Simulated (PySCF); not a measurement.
# HF/ANO-pVDZ (density fitting with cc-pvtz-jkfit) run of C2H2FO− (SMILES [O-]/C=C/F)

Aim: the electrostatic solvation energy at fixed shape (C-PCM, chloroform) of C2H2FO− at HF/ANO-pVDZ (density fitting with cc-pvtz-jkfit), from 2 runs. The job is set up through a Python script.

The calculation is run with PySCF 2.14.0.

**1. Starting point**

C2H2FO−: 6 atoms, total charge -1, spin state singlet. As SMILES, `[O-]/C=C/F`. The coordinates come from a GFN2-xTB relaxation.

Bond lengths: O1–C2 1.263 Å, C2–C3 1.348 Å, C3–F4 1.411 Å, C2–H5 1.124 Å, C3–H6 1.078 Å. Angles: O1–C2–C3 127.9°, C2–C3–F4 120.6°, O1–C2–H5 118.4°, C3–C2–H5 113.7°, C2–C3–H6 128.2°, F4–C3–H6 111.2°.

**2. Energy and forces at HF/ANO-pVDZ (density fitting with cc-pvtz-jkfit)**

The input, mol.sdf:

```

     RDKit          3D

  6  5  0  0  0  0  0  0  0  0999 V2000
    1.6146    0.8141   -0.1990 O   0  0  0  0  0  0  0  0  0  0  0  0
    0.5217    0.2207   -0.4173 C   0  0  0  0  0  0  0  0  0  0  0  0
   -0.4108   -0.1552    0.4812 C   0  0  0  0  0  0  0  0  0  0  0  0
   -1.5851   -0.8159    0.0624 F   0  0  0  0  0  0  0  0  0  0  0  0
    0.2585   -0.0429   -1.4779 H   0  0  0  0  0  0  0  0  0  0  0  0
   -0.3988   -0.0209    1.5506 H   0  0  0  0  0  0  0  0  0  0  0  0
  2  1  1  0
  3  2  2  0
  4  3  1  0
  5  2  1  0
  6  3  1  0
M  CHG  1   1  -1
M  END
$$$$
```

The input, run.py:

```python
import pyscf.grad
from pyscf import gto
from rdkit import Chem

rd = Chem.MolFromMolFile('mol.sdf', removeHs=False, sanitize=False)
xyz = rd.GetConformer().GetPositions()
geom = [(a.GetSymbol(), tuple(x)) for a, x in zip(rd.GetAtoms(), xyz)]
for s, x in geom:
    print('%-2s %12.6f %12.6f %12.6f' % (s, *x))

system = gto.Mole()
system.atom = geom
system.basis = 'ano-pvdz'
system.max_memory = 1860
system.verbose = 4
system.charge = -1
system.build()

mf = system.RHF()
mf = mf.density_fit(auxbasis='cc-pvtz-jkfit')
mf.kernel()

etot = mf.e_tot
print('E = %.10f Eh' % etot)
grad = mf.Gradients().kernel()
```

Started as:

```
$ OMP_NUM_THREADS=1 python run.py
```

What it wrote:

```text
O      1.614600     0.814100    -0.199000
C      0.521700     0.220700    -0.417300
C     -0.410800    -0.155200     0.481200
F     -1.585100    -0.815900     0.062400
H      0.258500    -0.042900    -1.477900
H     -0.398800    -0.020900     1.550600

PySCF version 2.14.0

[INPUT] num. atoms = 6
[INPUT] num. electrons = 32
[INPUT] charge = -1
[INPUT] spin (= nelec alpha-beta = 2S) = 0
[INPUT] symmetry False subgroup None
[INPUT] Mole.unit = angstrom
[INPUT] Symbol           X                Y                Z      unit          X                Y                Z       unit  Magmom
[INPUT]  1 O      1.614600000000   0.814100000000  -0.199000000000 AA    3.051151800723   1.538426038008  -0.376055498788 Bohr   0.0
[INPUT]  2 C      0.521700000000   0.220700000000  -0.417300000000 AA    0.985870119186   0.417062555692  -0.788582711781 Bohr   0.0
[INPUT]  3 C     -0.410800000000  -0.155200000000   0.481200000000 AA   -0.776299491971  -0.293285494532   0.909336211141 Bohr   0.0
[INPUT]  4 F     -1.585100000000  -0.815900000000   0.062400000000 AA   -2.995404880048  -1.541827545033   0.117918910173 Bohr   0.0
[INPUT]  5 H      0.258500000000  -0.042900000000  -1.477900000000 AA    0.488494203200  -0.081069250744  -2.792826239495 Bohr   0.0
[INPUT]  6 H     -0.398800000000  -0.020900000000   1.550600000000 AA   -0.753622778477  -0.039495276003   2.930209328751 Bohr   0.0

nuclear repulsion = 104.529294506988
number of shells = 30
number of NR pGTOs = 600
number of NR cGTOs = 66
basis = ano-pvdz
ecp = {}

******** <class 'pyscf.df.df_jk.DFRHF'> ********
method = DFRHF
initial guess = minao
damping factor = 0
level_shift factor = 0
DIIS = <class 'pyscf.scf.diis.CDIIS'>
diis_start_cycle = 1
diis_space = 8
diis_damp = 0
SCF conv_tol = 1e-09
SCF conv_tol_grad = None
SCF max_cycles = 50
direct_scf = False
Set gradient conv threshold to 3.16228e-05
Initial guess from minao.
******** <class 'pyscf.df.df.DF'> ********
auxbasis = cc-pvtz-jkfit
init E= -251.64909821051
  HOMO = -0.18523561338785  LUMO = 0.124905649667753  gap/eV = 8.43937
cycle= 1 E= -251.104744115969  delta_E= 0.544  |g|= 0.816  |ddm|= 3.44
  HOMO = -0.0173063239217937  LUMO = 0.428234066937202  gap/eV = 12.12377
cycle= 2 E= -251.169670611817  delta_E= -0.0649  |g|= 0.636  |ddm|= 1.28
  HOMO = -0.0721215096142442  LUMO = 0.441814325855144  gap/eV = 13.98491
cycle= 3 E= -251.243623446025  delta_E= -0.074  |g|= 0.0594  |ddm|= 0.544
  HOMO = -0.0774234641162277  LUMO = 0.446238082800877  gap/eV = 14.24956
cycle= 4 E= -251.245189210373  delta_E= -0.00157  |g|= 0.0235  |ddm|= 0.116
  HOMO = -0.0776731038382081  LUMO = 0.446656104898277  gap/eV = 14.26772
cycle= 5 E= -251.245392534138  delta_E= -0.000203  |g|= 0.00889  |ddm|= 0.0373
  HOMO = -0.0770280396630554  LUMO = 0.446903184188326  gap/eV = 14.25689
cycle= 6 E= -251.245446630947  delta_E= -5.41e-05  |g|= 0.0033  |ddm|= 0.0243
  HOMO = -0.0772856589499682  LUMO = 0.446718286032386  gap/eV = 14.25887
cycle= 7 E= -251.245456470851  delta_E= -9.84e-06  |g|= 0.000859  |ddm|= 0.0136
  HOMO = -0.0771263086503877  LUMO = 0.446916744084231  gap/eV = 14.25994
cycle= 8 E= -251.245456901916  delta_E= -4.31e-07  |g|= 0.000299  |ddm|= 0.0023
  HOMO = -0.0771575935915472  LUMO = 0.446867161311086  gap/eV = 14.25944
cycle= 9 E= -251.245456957823  delta_E= -5.59e-08  |g|= 8.96e-05  |ddm|= 0.000853
  HOMO = -0.0771449469851522  LUMO = 0.446870788290457  gap/eV = 14.25919
cycle= 10 E= -251.245456963155  delta_E= -5.33e-09  |g|= 2.43e-05  |ddm|= 0.00023
  HOMO = -0.0771403432347464  LUMO = 0.446870640872529  gap/eV = 14.25907
cycle= 11 E= -251.245456963519  delta_E= -3.64e-10  |g|= 9.98e-06  |ddm|= 7.17e-05
  HOMO = -0.0771415674645244  LUMO = 0.446870524947625  gap/eV = 14.25910
Extra cycle  E= -251.245456963545  delta_E= -2.58e-11  |g|= 4.58e-06  |ddm|= 1.33e-05
converged SCF energy = -251.245456963545
E = -251.2454569635 Eh

******** <class 'pyscf.df.grad.rhf.Gradients'> for <class 'pyscf.df.df_jk.DFRHF'> ********
unit = Eh/Bohr
--------------- DFRHF gradients ---------------
         x                y                z
0 O     0.0060939832     0.0035809335     0.0035011409
1 C    -0.0076152841    -0.0030874370     0.0075923664
2 C     0.0083463582     0.0038042169    -0.0047323847
3 F    -0.0057714120    -0.0029990330     0.0001953840
4 H    -0.0006281511    -0.0017498439    -0.0121301967
5 H    -0.0004254942     0.0004511635     0.0055736900
----------------------------------------------
```

It took 5.1 s on 1 thread of Arm Neoverse V2, shared host; peak memory 0.2 GiB.

**3. Energy and forces at HF/ANO-pVDZ (density fitting with cc-pvtz-jkfit, C-PCM chloroform)**

mol.sdf is that of step 2.

The input, run.py:

```python
import pyscf.grad
from pyscf import gto, solvent
from rdkit import Chem

rd = Chem.MolFromMolFile('mol.sdf', removeHs=False, sanitize=False)
xyz = rd.GetConformer().GetPositions()
geom = [(a.GetSymbol(), tuple(x)) for a, x in zip(rd.GetAtoms(), xyz)]
for s, x in geom:
    print('%-2s %12.6f %12.6f %12.6f' % (s, *x))

mol = gto.M(
    atom=geom,
    spin=0,
    charge=-1,
    max_memory=1860,
    basis='ano-pvdz',
    verbose=4,
)

mf = mol.RHF()
mf = mf.density_fit(auxbasis='cc-pvtz-jkfit')
mf = mf.PCM()
mf.with_solvent.method = 'C-PCM'
mf.with_solvent.eps = 4.7113
mf.kernel()

energy = mf.e_tot
print(f'total energy: {energy:.8f} hartree')
grad = mf.Gradients().kernel()
```

Started as:

```
$ OMP_NUM_THREADS=1 python run.py
```

What it wrote:

```text
O      1.614600     0.814100    -0.199000
C      0.521700     0.220700    -0.417300
C     -0.410800    -0.155200     0.481200
F     -1.585100    -0.815900     0.062400
H      0.258500    -0.042900    -1.477900
H     -0.398800    -0.020900     1.550600

PySCF version 2.14.0

[INPUT] num. atoms = 6
[INPUT] num. electrons = 32
[INPUT] charge = -1
[INPUT] spin (= nelec alpha-beta = 2S) = 0
[INPUT] symmetry False subgroup None
[INPUT] Mole.unit = angstrom
[INPUT] Symbol           X                Y                Z      unit          X                Y                Z       unit  Magmom
[INPUT]  1 O      1.614600000000   0.814100000000  -0.199000000000 AA    3.051151800723   1.538426038008  -0.376055498788 Bohr   0.0
[INPUT]  2 C      0.521700000000   0.220700000000  -0.417300000000 AA    0.985870119186   0.417062555692  -0.788582711781 Bohr   0.0
[INPUT]  3 C     -0.410800000000  -0.155200000000   0.481200000000 AA   -0.776299491971  -0.293285494532   0.909336211141 Bohr   0.0
[INPUT]  4 F     -1.585100000000  -0.815900000000   0.062400000000 AA   -2.995404880048  -1.541827545033   0.117918910173 Bohr   0.0
[INPUT]  5 H      0.258500000000  -0.042900000000  -1.477900000000 AA    0.488494203200  -0.081069250744  -2.792826239495 Bohr   0.0
[INPUT]  6 H     -0.398800000000  -0.020900000000   1.550600000000 AA   -0.753622778477  -0.039495276003   2.930209328751 Bohr   0.0

nuclear repulsion = 104.529294506988
number of shells = 30
number of NR pGTOs = 600
number of NR cGTOs = 66
basis = ano-pvdz
ecp = {}

******** <class 'pyscf.solvent._attach_solvent.PCMDFRHF'> ********
method = PCMDFRHF
initial guess = minao
damping factor = 0
level_shift factor = 0
DIIS = <class 'pyscf.scf.diis.CDIIS'>
diis_start_cycle = 1
diis_space = 8
diis_damp = 0
SCF conv_tol = 1e-09
SCF conv_tol_grad = None
SCF max_cycles = 50
direct_scf = False
******** <class 'pyscf.solvent.pcm.PCM'> (In testing) ********

WARN: PCM is an experimental feature. It is still in testing.
Features and APIs may be changed in the future.

lebedev_order = 29 (302 grids per sphere)
eps = 4.7113
frozen = False
Set gradient conv threshold to 3.16228e-05
Initial guess from minao.
******** <class 'pyscf.df.df.DF'> ********
auxbasis = cc-pvtz-jkfit
PCM E_diel = -9.31433890661644e-05
Solvent Energy = -9.31433890661644e-05
init E= -251.649191353899
  HOMO = -0.181937777500524  LUMO = 0.12832941487224  gap/eV = 8.44280
PCM E_diel = -0.0931449076232184
Solvent Energy = -0.0931449076232184
cycle= 1 E= -251.197418370947  delta_E= 0.452  |g|= 0.797  |ddm|= 3.44
  HOMO = -0.188346093976336  LUMO = 0.276715258663673  gap/eV = 12.65496
PCM E_diel = -0.0814651465042056
Solvent Energy = -0.0814651465042056
cycle= 2 E= -251.26612316633  delta_E= -0.0687  |g|= 0.58  |ddm|=  1.1
  HOMO = -0.228131189914026  LUMO = 0.290789266502803  gap/eV = 14.12054
PCM E_diel = -0.0841007251229108
Solvent Energy = -0.0841007251229108
cycle= 3 E= -251.326101410273  delta_E= -0.06  |g|= 0.0528  |ddm|= 0.44
  HOMO = -0.230673942367441  LUMO = 0.296060606291339  gap/eV = 14.33318
PCM E_diel = -0.0834921635177486
Solvent Energy = -0.0834921635177486
cycle= 4 E= -251.327486012985  delta_E= -0.00138  |g|= 0.0178  |ddm|= 0.11
  HOMO = -0.231057389479107  LUMO = 0.295913954562304  gap/eV = 14.33962
PCM E_diel = -0.0834270643832504
Solvent Energy = -0.0834270643832504
cycle= 5 E= -251.327643004758  delta_E= -0.000157  |g|= 0.00819  |ddm|= 0.0349
  HOMO = -0.230669565153854  LUMO = 0.296147136972959  gap/eV = 14.33541
PCM E_diel = -0.0833223366614132
Solvent Energy = -0.0833223366614132
cycle= 6 E= -251.327691303032  delta_E= -4.83e-05  |g|= 0.00336  |ddm|= 0.0226
  HOMO = -0.230752331452173  LUMO = 0.296172588627035  gap/eV = 14.33836
PCM E_diel = -0.0832659202830124
Solvent Energy = -0.0832659202830124
cycle= 7 E= -251.327702861068  delta_E= -1.16e-05  |g|= 0.000771  |ddm|= 0.0155
  HOMO = -0.230699855874658  LUMO = 0.296241848071718  gap/eV = 14.33881
PCM E_diel = -0.0832512000698406
Solvent Energy = -0.0832512000698406
cycle= 8 E= -251.327703322767  delta_E= -4.62e-07  |g|= 0.000188  |ddm|= 0.00289
  HOMO = -0.230708870225739  LUMO = 0.296210074423955  gap/eV = 14.33819
PCM E_diel = -0.0832486080856164
Solvent Energy = -0.0832486080856164
cycle= 9 E= -251.327703349519  delta_E= -2.68e-08  |g|= 4.94e-05  |ddm|= 0.000587
  HOMO = -0.230694902908485  LUMO = 0.296220790286568  gap/eV = 14.33811
PCM E_diel = -0.0832479227330263
Solvent Energy = -0.0832479227330263
cycle= 10 E= -251.32770335116  delta_E= -1.64e-09  |g|= 1.35e-05  |ddm|= 0.00015
  HOMO = -0.230697620012059  LUMO = 0.296217530120592  gap/eV = 14.33809
PCM E_diel = -0.0832479608384956
Solvent Energy = -0.0832479608384956
cycle= 11 E= -251.327703351251  delta_E= -9.12e-11  |g|= 2.44e-06  |ddm|= 2.96e-05
  HOMO = -0.230697039522467  LUMO = 0.296217949308603  gap/eV = 14.33809
PCM E_diel = -0.0832479841943967
Solvent Energy = -0.0832479841943967
Extra cycle  E= -251.327703351253  delta_E= -2.22e-12  |g|= 1e-06  |ddm|= 4.67e-06
converged SCF energy = -251.327703351253
total energy: -251.32770335 hartree

******** <class 'pyscf.solvent.grad.pcm.PCMGradients'> for <class 'pyscf.solvent._attach_solvent.PCMDFRHF'> ********
unit = Eh/Bohr
--------------- PCMDFRHF (+PCM) gradients ---------------
         x                y                z
0 O    -0.0034058472    -0.0017990924    -0.0004199817
1 C     0.0097156134     0.0065119302     0.0130631573
2 C     0.0057811044     0.0026369028    -0.0035313474
3 F    -0.0101303954    -0.0052764523    -0.0000337107
4 H    -0.0020121843    -0.0027393348    -0.0143775137
5 H     0.0000517091     0.0006660466     0.0052993963
----------------------------------------------
```

It took 86 s on 1 thread of Arm Neoverse V2, shared host; peak memory 0.34 GiB.

**4. Summary of results**

At HF/ANO-pVDZ (density fitting with cc-pvtz-jkfit):

```
                                                                quantity          value
                                                 gas phase: total energy  -251.24546 Eh
                                                  gas phase: HOMO energy       -2.10 eV
                                                  gas phase: LUMO energy       12.16 eV
        gas phase: HOMO–LUMO gap (to an unbound level, set by the basis)       14.26 eV
                                     gas phase: largest force on an atom     0.631 eV/Å
                                         C-PCM, chloroform: total energy  -251.32770 Eh
                                          C-PCM, chloroform: HOMO energy       -6.28 eV
                                          C-PCM, chloroform: LUMO energy        8.06 eV
C-PCM, chloroform: HOMO–LUMO gap (to an unbound level, set by the basis)       14.34 eV
                           C-PCM, chloroform: solvent term in the energy  -218.6 kJ/mol
                             C-PCM, chloroform: largest force on an atom     0.902 eV/Å
                        energy change from gas to solvent at fixed shape      -2.238 eV
```

**Reading.** The solvent model (C-PCM, chloroform) lowers the energy by 2.24 eV (−216 kJ/mol) at the same shape. It holds the electrostatic part alone, without cavity or dispersion terms. The largest force (C-PCM, chloroform) is 0.90 eV/Å: the shape isn't a stationary point for this species at this level. The largest force (gas phase) is 0.63 eV/Å: the shape isn't a stationary point for this species at this level.
